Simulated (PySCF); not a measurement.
Consider methylamidogen anion, `C[NH-]` ([CH4N]-). Non-hydrogen atoms are numbered in `[CH3:1][NH-:2]`.

Computed at ωB97X-D3(BJ)/ma-def2-TZVP // PBE0-D3(BJ)/ma-def2-SVP with PySCF (density fitting, grid level 2). The prefix ma- adds one diffuse s and one diffuse p function on all atoms but H. Zero-point and thermal terms (298.15 K, 1 bar) come from unscaled PBE0-D3(BJ)/ma-def2-SVP harmonic frequencies, with soft modes damped to free rotors in the entropy.

Task: What are the vertical and the adiabatic detachment energy for forming the radical?

Result: 0.45 eV vertical and 0.36 eV adiabatic, the latter with zero-point energy.

Task: Where does the unpaired spin of the relaxed radical sit?

Result: N2 (nitrogen) 0.97 (intrinsic atomic orbital populations).

Task: How far is −ε(HOMO) from the vertical value by ΔSCF?

Result: −ε(HOMO) = 0.71 eV, which is 0.26 eV above the ΔSCF value.

---

Consider hydroxyamidogen, `[NH]O` (H2NO•, doublet). Non-hydrogen atoms are numbered in `[NH:1][OH:2]`.

Level of theory: ωB97X-D3(BJ)/ma-def2-TZVP single points in PySCF, grid level 2; every species was optimised with PBE0-D3(BJ)/ma-def2-SVP. The prefix ma- adds one diffuse s and one diffuse p function on all atoms but H. ωB97X-D3(BJ) is ωB97X-V with D3(BJ) in place of VV10. Zero-point and thermal terms (298.15 K, 1 bar) come from unscaled PBE0-D3(BJ)/ma-def2-SVP harmonic frequencies, with soft modes damped to free rotors in the entropy.

**Question.** What are the vertical and the adiabatic ionisation energy for forming the singlet cation?

**Answer.** 10.15 eV vertical and 9.74 eV adiabatic, the latter with zero-point energy.

---

Consider nitric oxide, `[N]=O` (NO•, doublet). Numbering: `[N:1]=[O:2]`

Energies: ωB97X-D3(BJ)/ma-def2-TZVP (PySCF, density fitting, integration grid level 2) on PBE0-D3(BJ)/ma-def2-SVP structures. The prefix ma- adds one diffuse s and one diffuse p function on all atoms but H. Thermal corrections: PBE0-D3(BJ)/ma-def2-SVP frequencies, unscaled, ideal gas at 298.15 K and 1 bar, quasi-RRHO entropy.

(1) What are the vertical and the adiabatic ionisation energy for forming the singlet cation?

## Answers

(1) 10.06 eV vertical and 9.57 eV adiabatic, the latter with zero-point energy.
